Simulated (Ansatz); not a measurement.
Input file:

```yaml
crystal:
  periodic: [false, false, false]
  atoms:
    - {symbol: B, position_ang: [0.000000, 0.000000, 0.000000]}
    - {symbol: Al, position_ang: [0.000000, 0.000000, 1.697000]}
basis:
  gaussian: {orbitals: cc-pVDZ}
magnetization: {spin_polarized: false}
correlation: {method: ccsdt_q_b, electrons: outside_noble_gas}
scf: {lower_state_search: full}
```

```sh
$ ansatz run in.yaml --threads 1 --pin off --events-out ev --progress --plain --max-ram 2393MiB
```

(1) Roughly how long does this take on 1 thread of Arm Neoverse V1, shared host, and how much host memory?

```
569 factors; integrals over basis functions are off by at most 1.8e-7 eV
mean field evaluation 1: about -7246.7087 eV, gradient 5.9e0 eV
mean field evaluation 2: about -7246.7104 eV, gradient 5.9e0 eV
mean field evaluation 4: about -7247.0042 eV, gradient 1.3e0 eV
mean field evaluation 8: about -7247.0481 eV, gradient 7.3e-2 eV
mean field evaluation 16: about -7247.0306 eV, gradient 6.6e-1 eV
mean field evaluation 32: about -7246.9459 eV, gradient 1.8e0 eV
mean field evaluation 64: about -7247.0482 eV, gradient 1.7e-2 eV
mean field evaluation 96: about -7239.7942 eV, gradient 2.3e1 eV
mean field -7247.04821921 eV, -266.3241098302 hartree, gradient 1.8e-6 eV, S^2 0.000000; 5 other end points of the search recorded, 0 dependent functions left out; unrestricted orbitals would lower it
mean field evaluation 128: about -7247.0644 eV, gradient 8.8e0 eV
mean field evaluation 160: about -7247.0482 eV, gradient 1.1e-5 eV
determinant -7247.04821921 eV, -266.3241098302 hartree, with singles and doubles -7251.31425031 eV, -266.4808835816 hartree
determinant -7245.69924821 eV, -266.2745360604 hartree, with singles and doubles -7249.32811598 eV, -266.4078944910 hartree
...
cycle  18  -4.68207275 eV  change   -9.9e-5 eV  update   1.1e-4
cycle  19  -4.68216483 eV  change   -9.2e-5 eV  update   6.0e-5
cycle  20  -4.68220859 eV  change   -4.4e-5 eV  update   2.6e-5
cycle  21  -4.68218619 eV  change    2.2e-5 eV  update   1.2e-5
cycle  22  -4.68216793 eV  change    1.8e-5 eV  update   5.8e-6
cycle  23  -4.68215850 eV  change    9.4e-6 eV  update   2.1e-6
cycle  24  -4.68215752 eV  change    9.8e-7 eV  update   1.2e-6
cycle  25  -4.68215829 eV  change   -7.7e-7 eV  update   5.5e-7
cycle  26  -4.68215857 eV  change   -2.9e-7 eV  update   3.1e-7
cycle  27  -4.68215832 eV  change    2.5e-7 eV  update   1.7e-7
perturbative correction -0.09317740 eV, -0.0034242065 hartree
WARN: these amplitudes may be one of several solutions (largest doubles amplitude 0.60, level shift 0.00 eV)
Total energy: -7251.82355493 eV, -266.4996001813 hartree
```

Results:

(1) 2.5 s wall and 0.1 GiB.
